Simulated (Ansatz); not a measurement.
Basis-set extrapolation for C$_{3}$H$_{5}$NO, SMILES `N/C=C/C=O` (PBE0-D4/def2-TZVP geometry, frozen core, the Gaussian-basis code of Ansatz). Multiplicity 1, RHF reference.

```json
{"": "HF", "def2-TZVPP": "-245.906815", "def2-QZVPP": "-245.918298"}
{"": "MP2 correlation", "def2-TZVPP": "-0.914961", "def2-QZVPP": "-0.979466"}
{"": "CCSD(T) correlation", "def2-TZVPP": "-0.979826", "def2-QZVPP": "not run"}
```

Energies in hartree. Use E(X) = E(∞) + A·exp(−7.88·√X) for Hartree–Fock and E(X) = E(∞) + B·X^(−2.97) for correlation, with X = 3 and 4, and add CCSD(T) minus MP2 of the smaller set to the MP2 limit.

Q: What is the CCSD(T) energy at the basis-set limit?

A: HF limit: -245.918298 + (-0.011483) × 0.13774 = -245.91988. MP2 limit: -0.979466 + (-0.064505) × 0.74074 = -1.02725. Higher-order term: -0.979826 − (-0.914961) = -0.06486. Total: -247.01199 hartree, 3.41 eV below CCSD(T)/def2-TZVPP.
